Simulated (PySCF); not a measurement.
H3Si, charge +2, quartet, geometry from GFN2-xTB of the parent state (a state made from the parent by changing its charge; the spin is typed, not shown lowest); PySCF with MP2/def2-SVP.

The PySCF input:
```python
from pyscf import gto, scf, mp

mol = gto.M(
    atom='''
Si    0.00000000   -0.00000000   -0.00000000
H    -0.00225122    1.46487536   -0.01035909
H     1.26905148   -0.73079251   -0.03772063
H    -1.26680026   -0.73408285    0.04807972
''',
    basis='def2-svp',
    charge=2,
    spin=3,
    verbose=4,
)

mf = scf.UHF(mol)
mf.kernel()

pt = mp.MP2(mf)
pt.kernel()
print('E(MP2) = %.10f' % pt.e_tot)
mf.analyze()
```

What the program printed (banner, timings and long lists left out):

```
PySCF version 2.14.0

[INPUT] verbose = 4
[INPUT] num. atoms = 4
[INPUT] num. electrons = 15
[INPUT] charge = 2
[INPUT] spin (= nelec alpha-beta = 2S) = 3
[INPUT] symmetry False subgroup None
[INPUT] Mole.unit = angstrom
[INPUT] Symbol           X                Y                Z      unit          X                Y                Z       unit  Magmom
[INPUT]  1 Si     0.000000000000   0.000000000000   0.000000000000 AA    0.000000000000   0.000000000000   0.000000000000 Bohr   0.0
[INPUT]  2 H     -0.002251220000   1.464875360000  -0.010359090000 AA   -0.004254189246   2.768213237024  -0.019575843000 Bohr   0.0
[INPUT]  3 H      1.269051480000  -0.730792510000  -0.037720630000 AA    2.398159735174  -1.380997697783  -0.071281659946 Bohr   0.0
[INPUT]  4 H     -1.266800260000  -0.734082850000   0.048079720000 AA   -2.393905545928  -1.387215539240   0.090857502946 Bohr   0.0

nuclear repulsion = 15.7975206473707
number of shells = 17
number of NR pGTOs = 57
number of NR cGTOs = 33
basis = def2-svp
ecp = {}

******** <class 'pyscf.scf.uhf.UHF'> ********
method = UHF
initial guess = minao
damping factor = 0
level_shift factor = 0
DIIS = <class 'pyscf.scf.diis.CDIIS'>
diis_start_cycle = 1
diis_space = 8
diis_damp = 0
SCF conv_tol = 1e-09
SCF conv_tol_grad = None
SCF max_cycles = 50
direct_scf = True
direct_scf_tol = 1e-13
number electrons alpha = 9  beta = 6
Set gradient conv threshold to 3.16228e-05
init E= -290.19419298938

cycle= 1 E= -289.235590746527  delta_E= 0.959  |g|= 0.32  |ddm|= 1.25
cycle= 2 E= -289.343723705619  delta_E= -0.108  |g|= 0.076  |ddm|= 0.599
cycle= 3 E= -289.350089110849  delta_E= -0.00637  |g|= 0.0201  |ddm|= 0.122
cycle= 4 E= -289.350660248328  delta_E= -0.000571  |g|= 0.00526  |ddm|= 0.0392
cycle= 5 E= -289.350708397506  delta_E= -4.81e-05  |g|= 0.00123  |ddm|= 0.0136
cycle= 6 E= -289.350711390016  delta_E= -2.99e-06  |g|= 0.000167  |ddm|= 0.00523
cycle= 7 E= -289.350711435938  delta_E= -4.59e-08  |g|= 1.89e-05  |ddm|= 0.000844
cycle= 8 E= -289.350711436473  delta_E= -5.35e-10  |g|= 3.13e-06  |ddm|= 8.14e-05
Extra cycle  E= -289.350711436485  delta_E= -1.18e-11  |g|= 1.21e-06  |ddm|= 5.82e-06
converged SCF energy = -289.350711436485  <S^2> = 3.7706515  2S+1 = 4.0103124

******** <class 'pyscf.mp.ump2.UMP2'> ********
nocc = (np.int64(9), np.int64(6)), nmo = (33, 33)
E(UMP2) = -289.414858195622  E_corr = -0.0641467591368548
E(SCS-UMP2) = -289.417275832557  E_corr = -0.0665643960722437
E_corr(same-spin) = -0.0120135171830562
E_corr(oppo-spin) = -0.0521332419537986
E(MP2) = -289.4148581956
**** SCF Summaries ****
Total Energy =                        -289.350711436485085
Nuclear Repulsion Energy =              15.797520647370694
One-electron Energy =                 -422.547292676980987
Two-electron Energy =                  117.399060593125213
Two-electron Coulomb Energy =          138.228995357042805
DFT Exchange-Correlation Energy =      -20.829934763917592
**** MO energy ****
                             alpha | beta                alpha | beta
MO #1   energy= -69.4285613491571  | -69.4183256170772  occ= 1 | 1
MO #2   energy= -6.80113637837     | -6.79093880535607  occ= 1 | 1
MO #3   energy= -4.91844154757907  | -4.89351580721215  occ= 1 | 1
MO #4   energy= -4.91371700692484  | -4.89351580720385  occ= 1 | 1
MO #5   energy= -4.91371700689966  | -4.88399132258366  occ= 1 | 1
MO #6   energy= -1.42902357884772  | -1.14681677593185  occ= 1 | 1
MO #7   energy= -1.22702641119805  | -0.676278638690179 occ= 1 | 0
MO #8   energy= -1.2270264109526   | -0.676278638464149 occ= 1 | 0
MO #9   energy= -0.863416672765937 | -0.460136199169849 occ= 1 | 0
MO #10  energy= -0.443434226822206 | -0.292308807556275 occ= 0 | 0
MO #11  energy= -0.362328370893485 | -0.287794594283243 occ= 0 | 0
MO #12  energy= -0.362328370445447 | -0.287794594007611 occ= 0 | 0
MO #13  energy= -0.222197240046389 | -0.177818969940039 occ= 0 | 0
MO #14  energy= -0.0936878963245329 | -0.0292356093306261 occ= 0 | 0
MO #15  energy= -0.0936878960284532 | -0.0292356093093472 occ= 0 | 0
MO #16  energy= -0.0316108004932532 | 0.084838763338822  occ= 0 | 0
MO #17  energy= -0.0316108003286923 | 0.08483876343497   occ= 0 | 0

To work with the spin densities directly, `use mulliken_meta_spin()` only printing them here.

 ** Mulliken spin pop alpha/beta on meta-lowdin orthogonal AOs **
 ** Mulliken Spin Density (per AO)  **
spin_pop of  0 Si 1s       -0.00000
spin_pop of  0 Si 2s       -0.00002
spin_pop of  0 Si 3s       -0.13569
spin_pop of  0 Si 4s        0.00392
spin_pop of  0 Si 2px       0.00001
spin_pop of  0 Si 2py       0.00001
spin_pop of  0 Si 2pz       0.00000
spin_pop of  0 Si 3px       0.35164
spin_pop of  0 Si 3py       0.35094
spin_pop of  0 Si 3pz       0.98860
spin_pop of  0 Si 4px       0.02284
spin_pop of  0 Si 4py       0.02285
spin_pop of  0 Si 4pz       0.00874
spin_pop of  0 Si 3dxy      0.01000
spin_pop of  0 Si 3dyz      0.00001
spin_pop of  0 Si 3dz^2    -0.00144
spin_pop of  0 Si 3dxz      0.00001
spin_pop of  0 Si 3dx2-y2    0.01000
spin_pop of  1 H 1s        0.43363
spin_pop of  1 H 2s        0.01372
spin_pop of  1 H 2px       0.00005
spin_pop of  1 H 2py       0.00783
spin_pop of  1 H 2pz       0.00064
spin_pop of  2 H 1s        0.43363
spin_pop of  2 H 2s        0.01372
spin_pop of  2 H 2px       0.00589
spin_pop of  2 H 2py       0.00198
spin_pop of  2 H 2pz       0.00064
spin_pop of  3 H 1s        0.43363
spin_pop of  3 H 2s        0.01372
spin_pop of  3 H 2px       0.00587
spin_pop of  3 H 2py       0.00200
spin_pop of  3 H 2pz       0.00064
 ** Mulliken Spin Density (per atom)  **
spin density of  0 Si =      1.63242
spin density of  1 H =      0.45586
spin density of  2 H =      0.45586
spin density of  3 H =      0.45586
 ** Mulliken pop alpha/beta on meta-lowdin orthogonal AOs **
 ** Mulliken pop       alpha | beta **
pop of  0 Si 1s        1.00000 | 1.00000
pop of  0 Si 2s        0.99995 | 0.99997
pop of  0 Si 3s        0.51501 | 0.65070
pop of  0 Si 4s        0.01219 | 0.00827
pop of  0 Si 2px       0.99999 | 0.99998
pop of  0 Si 2py       0.99999 | 0.99998
pop of  0 Si 2pz       1.00000 | 1.00000
pop of  0 Si 3px       0.35164 | 0.00001
pop of  0 Si 3py       0.35095 | 0.00001
pop of  0 Si 3pz       0.98860 | 0.00000
pop of  0 Si 4px       0.02284 | 0.00001
pop of  0 Si 4py       0.02286 | 0.00001
pop of  0 Si 4pz       0.00874 | 0.00000
pop of  0 Si 3dxy      0.01000 | 0.00000
pop of  0 Si 3dyz      0.00001 | 0.00000
pop of  0 Si 3dz^2     0.00212 | 0.00356
pop of  0 Si 3dxz      0.00002 | 0.00001
pop of  0 Si 3dx2-y2    0.01000 | 0.00000
pop of  1 H 1s        0.54352 | 0.10989
pop of  1 H 2s        0.01567 | 0.00195
pop of  1 H 2px       0.00005 | 0.00000
pop of  1 H 2py       0.00849 | 0.00066
pop of  1 H 2pz       0.00064 | 0.00000
pop of  2 H 1s        0.54352 | 0.10989
pop of  2 H 2s        0.01567 | 0.00195
pop of  2 H 2px       0.00638 | 0.00049
pop of  2 H 2py       0.00215 | 0.00016
pop of  2 H 2pz       0.00064 | 0.00000
pop of  3 H 1s        0.54352 | 0.10989
pop of  3 H 2s        0.01567 | 0.00195
pop of  3 H 2px       0.00636 | 0.00049
pop of  3 H 2py       0.00217 | 0.00017
pop of  3 H 2pz       0.00065 | 0.00000
In total             9.00000 | 6.00000
 ** Mulliken atomic charges   ( Nelec_alpha | Nelec_beta ) **
charge of  0Si =      1.04257  (     7.29492      5.66251 )
charge of  1H =      0.31914  (     0.56836      0.11250 )
charge of  2H =      0.31914  (     0.56836      0.11250 )
charge of  3H =      0.31914  (     0.56836      0.11250 )

WARN: System has nonzero charge 2; the dipole moment is origin-dependent.
Location of origin: [0. 0. 0.]

Dipole moment(X, Y, Z, Debye):  0.00000,  0.00000, -0.00000
```
